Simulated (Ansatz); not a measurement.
**SiH₃Cl (singlet): wave-function methods side by side, cc-pVDZ**

The task here is to estimate one member of a computed series from the others.

Program: Ansatz 0.2.0, Gaussian basis. Level of theory: cc-pVDZ, core rule «outside noble gas», up to 10 orbitals frozen. These are calculated values, not measurements.

The runs, in order: UHF; CCSD(T) on RHF; BCCD(T) on RHF; CISD; CCSDT(Q) on RHF.

16 further runs of the same task are left out: 3 for a known fault of the program, 7 that didn't finish, 6 set aside as unsound or not needed.

**What is computed**

The geometry is a PBE0/def2-TZVP stationary point (not a proven minimum).

5 atoms, charge 0, spin multiplicity 1.

Atoms are counted from 1 here; the program's logs count them from 0.

Bond lengths: Si1–Cl2 2.054 Å, Si1–H3 1.481 Å, Si1–H4 1.481 Å, Si1–H5 1.481 Å. Angles: Cl2–Si1–H3 108.5°, Cl2–Si1–H4 108.5°, Cl2–Si1–H5 108.5°, H3–Si1–H4 110.4°, H3–Si1–H5 110.4°, H4–Si1–H5 110.4°.

Set-up of the first run:

in.yaml reads:

```yaml
crystal:
  periodic: [false, false, false]
  atoms:
    - {symbol: Si, position_ang: [-1.072479, -0.007685, 0.003080]}
    - {symbol: Cl, position_ang: [0.981221, 0.007031, -0.002818]}
    - {symbol: H, position_ang: [-1.553167, 1.392849, 0.006592]}
    - {symbol: H, position_ang: [-1.534582, -0.714857, 1.219196]}
    - {symbol: H, position_ang: [-1.541592, -0.711165, -1.212494]}
basis:
  gaussian: {orbitals: cc-pVDZ}
magnetization: {spin_polarized: true, initial_magnetization: 0}
hamiltonian: {xc: hf}
output: {orbitals: {seedname: orbitals}}
```

Command:

```console
$ ansatz run in.yaml --threads 1 --pin off --events-out ev --progress --plain --max-ram 2393MiB
```

Among the steps run: UHF; CCSD(T) on RHF; BCCD(T) on RHF; CISD; CCSDT(Q) on RHF.

One of the session's tables, all rows but one given; the rest of the session is left out.

```
   method  from RCCSDT(Q) (meV)
      RHF                     ?
     RMP2               +1123.6
     CISD                +801.2
    RCCSD                +172.0
 RCCSD(T)                 +29.4
  BCCD(T)                 +28.7
   RCCSDT                 +10.9
RCCSDT(Q)                     0
```

**Question.** Estimate the row for RHF.

**Answer.** from RCCSDT(Q) (meV): +7639.3. In the column «from RCCSDT(Q) (meV)» it is the highest.

With the free atoms at the same levels and basis (separate runs), the atomisation energy is 13.331 eV at RCCSDT(Q), 13.323 eV at RCCSD(T), 10.958 eV at RHF.
